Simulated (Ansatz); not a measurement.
# PH3⁺, doublet: reading a ladder of total energies

Geometry: displaced at random from a stationary point.

```yaml
atoms:
  - { symbol: P, position_ang: [0.0004, -0.0003, -0.0303] }
  - { symbol: H, position_ang: [1.3535, -0.0019, 0.3322] }
  - { symbol: H, position_ang: [-0.6430, 1.2097, 0.2830] }
  - { symbol: H, position_ang: [-0.7215, -1.1998, 0.3161] }
```

Basis cc-pVTZ; Ansatz 0.2.0. Only valence electrons are correlated (noble-gas cores frozen), which leaves 7 electrons in 71 orbitals. R marks a restricted (for open shells ROHF) determinant, U an unrestricted one.

Full CI isn't at hand for all of this; UCCSDT(Q) serves as the reference, and is uncertain by the last step of the cluster series or more.

UCCSD has a T1 diagnostic of 0.013 and a largest doubles amplitude of 0.04.

Runs differ by some tens of microhartree through their thresholds and, for an open shell, their frozen cores, so steps under 0.03 kcal/mol mean nothing.

```json
{"level": "UHF", "total energy (hartree)": "-342.171526"}
{"level": "UMP2", "total energy (hartree)": "-342.302130"}
{"level": "UCCSD", "total energy (hartree)": "-342.329052"}
{"level": "UCCSD(T)", "total energy (hartree)": "-342.333417"}
{"level": "UCCSDT", "total energy (hartree)": "-342.334244"}
{"level": "UCCSDT(Q)", "total energy (hartree)": "-342.334354"}
```

**Question.** What is the correlation energy at UCCSDT(Q), and what share of it do UMP2 and UCCSD recover?

**Answer.** E(corr) = -342.334354 − (-342.171526) = -0.162828 hartree = -4.431 eV. UMP2: -0.130604 / -0.162828 = 80.21 %. UCCSD: -0.157526 / -0.162828 = 96.74 %.

**Question.** By how many kcal/mol does UCCSD(T) miss UCCSDT(Q) (1 hartree = 627.509 kcal/mol), and which steps make up the rest?

**Answer.** -342.333417 − (-342.334354) = 0.000937 hartree = 0.59 kcal/mol. Steps: UCCSDT − UCCSD(T) = -0.52, UCCSDT(Q) − UCCSDT = -0.07 kcal/mol. That is within 1 kcal/mol of the reference in this basis, which itself misses far more of the correlation at the basis-set limit.
